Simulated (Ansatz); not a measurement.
Compare A (`SC1COC1`) with its isomer B (`CCC(O)=S`).

Calculated with Ansatz (gas phase, PBE0-D4/def2-TZVP geometries, no zero-point term in ΔE). CCSD(T)/CBS is the MP2 limit (def2-TZVPP, def2-QZVPP) plus CCSD(T) − MP2 in def2-TZVPP, frozen cores. Functionals use def2-TZVPP. B3LYP here is the variant with VWN-RPA as its local correlation; programs differ in this. One conformer a species, not always the lowest.

(1) Which isomer does CCSD(T)/CBS put lower? Give the gap. (Best estimate.)

(2) Give E(B) − E(A) in kcal/mol with HF/def2-TZVPP, r2SCAN-D4, PBE-D4, B3LYP-D4, CCSD/def2-TZVPP, B2PLYP, B3LYP. (Best estimate.)

Largest T1 diagnostic: 0.015.

## Answers

(1) The calculation gave: B, by 27.2 kcal/mol.

(2) Ansatz gave: HF/def2-TZVPP -25.6, r2SCAN-D4 -29.8, PBE-D4 -28.2, B3LYP-D4 -29.1, CCSD/def2-TZVPP -25.4, B2PLYP -29.3, B3LYP -29.3. None reverses the order clearly.

In def2-TZVPP, CCSD(T) changes the Hartree–Fock value by −1.3 kcal/mol (the triples alone add −1.5 kcal/mol) and MP2 by −2.6 kcal/mol. From PBE to PBE0 (25 % exact exchange), in def2-TZVPP and without D4, E(B) − E(A) moves by +2.4 kcal/mol.
